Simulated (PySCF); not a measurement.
# N2: the cost of one run

The runs use PySCF 2.14.0; levels as typed in each script, gas phase, geometry from GFN2-xTB.

### 1 The starting structure

SMILES `N#N`, 2 atoms, charge 0, spin multiplicity 1.

Bond lengths: N1–N2 1.098 Å.

Geometry (Å):

```mol
N2
  3D, bonds by distance, orders not assigned

  2  1  0  0  0  0  0  0  0  0999 V2000
    0.5491    0.0000    0.0000 N   0  0
   -0.5491    0.0000    0.0000 N   0  0
  1  2  8  0
M  END
```

### 2 Excited states (wB97X/def2-svp)

File input.py:

```python
import numpy as np
from pyscf import gto, scf, dft, tdscf
from pyscf.scf import atom_ks, atom_hf
from scipy.linalg import block_diag

def solve(mol, dm0=None, hcore=None):
    mf = (dft.UKS if mol.spin else dft.RKS)(mol, xc='wb97x')
    mf.grids.level = 3
    mf = mf.density_fit(auxbasis='def2-universal-jkfit')
    mf.conv_tol, mf.max_cycle = 1e-8, 80
    if hcore is not None:
        mf.get_hcore = lambda *args: hcore
    mf.kernel(dm0)
    if not mf.converged:
        mf = mf.newton().run(mf.mo_coeff, mf.mo_occ, max_cycle=30)
    assert mf.converged, 'SCF not converged'
    return mf

mol = gto.M(atom='''
N      0.54911     0.00000     0.00000
N     -0.54911     0.00000     0.00000
''', basis='def2-svp', charge=0, spin=0, verbose=4)
mf = solve(mol)
td = mf.TDA()
td.nstates, td.singlet, td.conv_tol = 5, True, 1e-5
td.kernel()
td.analyze()
x, y = np.array([p[0] for p in td.xy]), np.array([p[1] + 0 * p[0] for p in td.xy])
f, mu = td.oscillator_strength(), td.transition_dipole()
nto = [td.get_nto(state=i + 1, verbose=4) for i in range(len(td.e))]
# spherically averaged free atoms, for the promolecule
atm = atom_ks.get_atm_nrks(mol, xc='wb97x')
pro = block_diag(*[(atm[a[0]][2] * atm[a[0]][3]) @ atm[a[0]][2].T for a in mol._atom])
np.savez('result.npz', e=td.e, f=f, ok=td.converged, w=[n[0] for n in nto], nto=[n[1] for n in nto], x=x, y=y, c=mf.mo_coeff, occ=mf.mo_occ, eps=mf.mo_energy, pro=pro, mu=mu)
```

Started as:

```bash
> OMP_NUM_THREADS=1 python input.py
```

What time and memory should one allow on 1 thread of Intel Xeon Platinum 8259CL at 2.50GHz (Skylake/Cascade Lake), shared host?

About 3.6 s, with a peak of 0.17 GiB.
